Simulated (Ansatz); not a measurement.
Basis-set extrapolation for `CO[SiH3]` (PBE0-D4/def2-TZVP geometry, frozen core, Ansatz). Multiplicity 1, RHF reference.

|  | def2-TZVPP | def2-QZVPP |
| --- | --- | --- |
| HF | -405.242646 | -405.257998 |
| MP2 correlation | -0.543917 | -0.583952 |
| CCSD(T) correlation | -0.600212 | not run |

Energies in hartree. Use E(X) = E(∞) + A·exp(−7.88·√X) for Hartree–Fock and E(X) = E(∞) + B·X^(−2.97) for correlation, with X = 3 and 4, and add CCSD(T) minus MP2 of the smaller set to the MP2 limit.

Task: What is the CCSD(T) energy at the basis-set limit?

Result: HF limit: -405.257998 + (-0.015352) × 0.13774 = -405.26011. MP2 limit: -0.583952 + (-0.040035) × 0.74074 = -0.61361. Higher-order term: -0.600212 − (-0.543917) = -0.05629. Total: -405.93001 hartree, 228.8 kJ/mol below CCSD(T)/def2-TZVPP.
